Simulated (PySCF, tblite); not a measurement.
# boranyloxyborane (B2H4O): dynamics, then NMR shifts and electronic excitations on frames, part 2 of 2

tblite 0.8.0 and PySCF 2.14.0. Atoms count from 0. Earlier steps stand in the parts before.

### Step 10. TDDFT and polarisability: 800 fs, PBE0/def2-SVPD

Job settings and geometry (Å):

```
{"job": {"kind": "uv", "xc": "PBE0", "basis": "def2-SVPD", "nstates": 5, "ntriplets": 0}, "charge": 0, "multiplicity": 1}
B     -1.992700     0.512700     0.291600
O     -1.502200    -0.542600     0.814100
B     -0.808200    -1.489500     1.305800
H     -1.276100     1.182900    -0.464500
H     -3.074600     0.823900     0.872900
H     -0.027500    -1.186800     2.164100
H     -0.859600    -2.630100     0.952600
```

With the program's defaults for keys left out, this is: TDDFT PBE0/def2-SVPD, vertical, gas phase, core orbitals frozen in the response.

The log of the run:

```text
coarse grid: 5744 points
cycle   1  E = -127.0297833708  dE =  2.537e-01  |g| = 5.261e-01  |ddm| = 3.164e+00
cycle   2  E = -126.9369568582  dE =  9.283e-02  |g| = 8.787e-01  |ddm| = 1.015e+00
cycle   3  E = -127.0813059594  dE = -1.443e-01  |g| = 3.328e-02  |ddm| = 6.315e-01
cycle   4  E = -127.0815604445  dE = -2.545e-04  |g| = 5.139e-03  |ddm| = 6.949e-02
cycle   5  E = -127.0815681034  dE = -7.659e-06  |g| = 1.422e-03  |ddm| = 1.408e-02
final grid: 55112 points
cycle   6  E = -127.1103480279  dE = -2.248e-05  |g| = 8.923e-03  |ddm| = 3.409e-02
cycle   7  E = -127.1103267393  dE =  2.129e-05  |g| = 1.429e-02  |ddm| = 1.678e-02
cycle   8  E = -127.1103631886  dE = -3.645e-05  |g| = 4.658e-04  |ddm| = 1.022e-02
cycle   9  E = -127.1103632596  dE = -7.104e-08  |g| = 1.363e-04  |ddm| = 1.266e-03
cycle  10  E = -127.1103632630  dE = -3.313e-09  |g| = 4.828e-05  |ddm| = 2.079e-04
cycle  11  E = -127.1103632636  dE = -6.091e-10  |g| = 6.685e-06  |ddm| = 8.110e-05
converged SCF energy = -127.1103632636

Static polarisability (au): isotropic 36.691, principal 29.521 30.896 49.658

Singlet excitations
state   eV       nm        f      main configurations
  1   6.0753    204.1   0.00032   H-1->L 0.54, H->L+1 0.38
  2   6.1362    202.1   0.00042   H->L 0.60, H-1->L+1 0.24, H->L+1 0.15
  3   7.0058    177.0   0.04158   H-1->L+1 0.53, H->L 0.32, H-1->L 0.10
  4   7.1861    172.5   0.35884   H->L+1 0.42, H-1->L 0.34, H-1->L+1 0.21
  5   8.1950    151.3   0.03101   H->L+2 0.97
```

Run time: 1.8 s. Hardware: 1 thread of Arm Neoverse V2, shared host; peak memory 0.4 GiB.

In short: HOMO -8.71 eV, LUMO -0.88 eV; lowest singlet 6.08 eV.

### Step 11. NMR shieldings: 1000 fs, PBE0/pcSseg-1

Job settings and geometry (Å):

```
{"job": {"kind": "nmr", "xc": "PBE0", "basis": "pcSseg-1", "pop": false}, "charge": 0, "multiplicity": 1}
B     -1.950900     0.234400     0.742900
O     -1.529300    -0.870100     1.329400
B     -1.107000    -2.029700     1.693600
H     -1.957600     0.169400    -0.449000
H     -1.889900     1.247600     1.350700
H      0.002000    -2.353900     1.719700
H     -1.963200    -2.817700     1.628900
```

With the program's defaults for keys left out, this is: GIAO PBE0/pcSseg-1 NMR shielding, non-relativistic, gas phase.

The log of the run:

```text
coarse grid: 5744 points
cycle   1  E = -127.1023396095  dE =  2.615e-01  |g| = 5.522e-01  |ddm| = 2.052e+00
cycle   2  E = -126.9889664381  dE =  1.134e-01  |g| = 9.599e-01  |ddm| = 7.984e-01
cycle   3  E = -127.1566431641  dE = -1.677e-01  |g| = 4.513e-02  |ddm| = 5.464e-01
cycle   4  E = -127.1570817218  dE = -4.386e-04  |g| = 6.769e-03  |ddm| = 3.328e-02
cycle   5  E = -127.1570942263  dE = -1.250e-05  |g| = 1.675e-03  |ddm| = 7.652e-03
cycle   6  E = -127.1570949919  dE = -7.655e-07  |g| = 4.023e-04  |ddm| = 1.879e-03
final grid: 55112 points
cycle   7  E = -127.1848609686  dE = -2.892e-05  |g| = 8.313e-03  |ddm| = 1.670e-02
cycle   8  E = -127.1848443258  dE =  1.664e-05  |g| = 1.323e-02  |ddm| = 9.570e-03
cycle   9  E = -127.1848736414  dE = -2.932e-05  |g| = 7.686e-04  |ddm| = 6.422e-03
cycle  10  E = -127.1848738166  dE = -1.752e-07  |g| = 9.775e-05  |ddm| = 9.072e-04
cycle  11  E = -127.1848738181  dE = -1.525e-09  |g| = 4.285e-05  |ddm| = 8.959e-05
cycle  12  E = -127.1848738185  dE = -4.511e-10  |g| = 7.238e-06  |ddm| = 3.547e-05
converged SCF energy = -127.1848738185

GIAO shielding tensors (ppm)
atom      isotropic    diamagn.    paramagn.     s11        s22        s33       span
  0 B       58.288     201.654    -143.366      8.940     56.111    109.812    100.873
  1 O      -23.787     390.878    -414.665   -202.356     16.250    114.747    317.103
  2 B       58.544     196.389    -137.845     10.365     53.159    112.109    101.744
  3 H       26.094      31.545      -5.451     25.453     26.040     26.789      1.336
  4 H       26.050      29.882      -3.832     25.726     26.014     26.411      0.686
  5 H       26.150      31.641      -5.491     24.654     26.618     27.179      2.524
  6 H       26.411      28.461      -2.050     25.597     26.004     27.632      2.036
```

Run time: 1.4 s. Hardware: 1 thread of Arm Neoverse V2, shared host; peak memory 0.4 GiB.

This run: δ B0 41.8, B2 41.5, O1 359.9, H4 5.67, H3 5.62 ppm.

### Step 12. Excited states and response: 1000 fs, PBE0/def2-SVPD

Settings changed since step 11:

```diff
@@ -1,2 +1,2 @@
-{"job": {"kind": "nmr", "xc": "PBE0", "basis": "pcSseg-1", "pop": false}, "charge": 0, "multiplicity": 1}
+{"job": {"kind": "uv", "xc": "PBE0", "basis": "def2-SVPD", "nstates": 5, "ntriplets": 0}, "charge": 0, "multiplicity": 1}
 B     -1.950900     0.234400     0.742900
```

Level: TDDFT PBE0/def2-SVPD, vertical, gas phase, core orbitals frozen in the response.

The log of the run:

```text
coarse grid: 5744 points
cycle   1  E = -127.0268136339  dE =  2.431e-01  |g| = 5.236e-01  |ddm| = 3.089e+00
cycle   2  E = -126.9186182588  dE =  1.082e-01  |g| = 9.193e-01  |ddm| = 1.030e+00
cycle   3  E = -127.0792927019  dE = -1.607e-01  |g| = 3.687e-02  |ddm| = 6.438e-01
cycle   4  E = -127.0796093251  dE = -3.166e-04  |g| = 6.345e-03  |ddm| = 7.547e-02
cycle   5  E = -127.0796206989  dE = -1.137e-05  |g| = 1.453e-03  |ddm| = 1.504e-02
cycle   6  E = -127.0796212711  dE = -5.721e-07  |g| = 3.578e-04  |ddm| = 2.780e-03
final grid: 55112 points
cycle   7  E = -127.1072453786  dE = -2.685e-05  |g| = 7.372e-03  |ddm| = 3.413e-02
cycle   8  E = -127.1072313452  dE =  1.403e-05  |g| = 1.177e-02  |ddm| = 1.563e-02
cycle   9  E = -127.1072562836  dE = -2.494e-05  |g| = 6.615e-04  |ddm| = 8.506e-03
cycle  10  E = -127.1072564229  dE = -1.393e-07  |g| = 1.102e-04  |ddm| = 1.594e-03
cycle  11  E = -127.1072564249  dE = -1.996e-09  |g| = 4.175e-05  |ddm| = 1.447e-04
cycle  12  E = -127.1072564254  dE = -4.360e-10  |g| = 7.116e-06  |ddm| = 6.125e-05
converged SCF energy = -127.1072564254

Static polarisability (au): isotropic 35.373, principal 27.921 29.408 48.789

Singlet excitations
state   eV       nm        f      main configurations
  1   5.8824    210.8   0.00181   H->L 0.77, H->L+1 0.09, H-1->L+1 0.08
  2   5.9781    207.4   0.00398   H->L+1 0.59, H-1->L 0.39
  3   6.9213    179.1   0.19993   H-1->L 0.43, H->L 0.20, H->L+1 0.20
  4   7.3178    169.4   0.18608   H-1->L+1 0.75, H->L+1 0.12, H-1->L 0.11
  5   8.0439    154.1   0.02244   H->L+2 0.97
```

Wall time 1.9 s (1 thread of Arm Neoverse V2, shared host); peak memory 0.4 GiB.

Key values: HOMO -8.53 eV, LUMO -1.07 eV; lowest singlet 5.88 eV.

### Step 13. Run by run: NMR shifts

Shifts (ppm), with basis size and wall time:

```tsv
frame	H4	H6	H3	H5	B2	B0	O1	functions	time
250 fs	5.87	5.76	5.72	5.22	44.3	40.0	355.3	71	1.5 s
425 fs	5.55	5.21	5.51	5.32	38.7	40.8	332.1	71	1.4 s
625 fs	5.89	5.43	5.72	5.59	43.6	41.5	323.6	71	1.4 s
800 fs	6.44	5.84	6.29	5.59	38.6	37.7	343.3	71	1.4 s
1000 fs	5.67	5.31	5.62	5.57	41.5	41.8	359.9	71	1.4 s
```

### Step 14. Comparing the runs: electronic excitations

Excitations and ground-state properties, with basis size and wall time:

```tsv
frame	lowest singlet (eV)	brightest (eV)	f	gap (eV)	α (Å³)	μ (D)	functions	time
250 fs	5.85	7.09	0.271	7.45	5.25	0.46	95	1.9 s
425 fs	6.07	7.30	0.342	8.02	5.13	0.10	95	1.8 s
625 fs	5.66	7.03	0.220	7.28	5.11	0.26	95	1.9 s
800 fs	6.08	7.19	0.359	7.83	5.44	0.27	95	1.8 s
1000 fs	5.88	6.92	0.200	7.46	5.24	0.30	95	1.9 s
```

### Step 15. What came out

The summary covers parts 1 to 2.

```
                                           quantity                        value
                                         thermostat                        300 K
                      mean temperature, second half                        299 K
            mean potential energy above the minimum                      0.22 eV
      1H shifts against TMS (PBE0/pcSseg-1, 250 fs)   5.87, 5.76, 5.72, 5.22 ppm
11B shifts against BF3·OEt2 (PBE0/pcSseg-1, 250 fs)               44.3, 40.0 ppm
     17O shifts against H2O (PBE0/pcSseg-1, 250 fs)                    355.3 ppm
            lowest singlet (PBE0/def2-SVPD, 250 fs)  5.85 eV (212 nm), f = 0.003
           brightest single state of those computed  state 3, 7.09 eV, f = 0.271
                           range of the shift of O1           323.6 to 359.9 ppm
                        range of the lowest singlet              5.66 to 6.08 eV
```

In the second half the potential energy averages 0.22 eV above the minimum; equipartition over 15 harmonic modes at 300 K would give 0.19 eV. With 7 atoms the temperature swings widely (108 to 605 K). Shifts at one fixed geometry are not the observed spectrum, which averages over the motion. In the first frame run (250 fs): The widest tensor belongs to O1: span 335 ppm, with a paramagnetic part of -409 ppm. The first singlet state (HOMO→LUMO 0.86) lies at 5.85 eV and is weak; of the 5 states computed, the strongest absorption comes from state 3 at 7.09 eV. In ppm, O1 moves most: its shift spreads over 36.3 ppm, from 323.6 (625 fs) to 359.9 (1000 fs). The lowest singlet runs from 5.66 eV (625 fs) to 6.08 eV (800 fs), while the orbital gap spans 7.28 to 8.02 eV. The lowest state need not be the same one in every run.
